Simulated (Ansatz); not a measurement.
The input, for Ansatz 0.2.0:

```yaml
crystal:
  periodic: [false, false, false]
  atoms:
    - {symbol: Si, position_ang: [-0.002487, 0.004213, -0.000010]}
    - {symbol: H, position_ang: [1.469456, 0.018438, -0.000106]}
    - {symbol: H, position_ang: [-0.674012, 1.141794, -0.002617]}
    - {symbol: H, position_ang: [-0.726139, -1.277636, 0.002991]}
basis:
  gaussian: {orbitals: cc-pVDZ}
total_charge: 1
correlation: {method: fci, electrons: outside_noble_gas}
```

```sh
$ ansatz run in.yaml --threads 1 --pin off --events-out ev --progress --plain --max-ram 2393MiB
```

Output:

```
613 factors; integrals over basis functions are off by at most 1.8e-7 eV
mean field evaluation 1: about -7900.1403 eV, gradient 8.0e0 eV
mean field evaluation 2: about -7900.1404 eV, gradient 8.0e0 eV
mean field evaluation 4: about -7900.4629 eV, gradient 1.8e-1 eV
mean field evaluation 8: about -7900.4631 eV, gradient 2.0e-5 eV
mean field -7900.46310180 eV, -290.3366638649 hartree, gradient 2.5e-6 eV, S^2 0.000000; 0 other end points of the search recorded, 0 dependent functions left out
5 core orbitals not correlated: weight in the atoms' cores, before any rotation towards them, 1.000 or more for the frozen orbitals, at most 0.000 for the correlated occupied ones
reference -7900.46310180 eV, -290.3366638649 hartree; 3, 3 occupied and 25, 25 virtual orbitals, 613 factors
state -7903.44663433 eV, -290.4463066630 hartree
Total energy: -7903.44663433 eV, -290.4463066630 hartree
```

Ran on 1 thread of Intel Xeon Platinum 8259CL, shared host: 10 s wall, 0.34 GiB peak host memory.
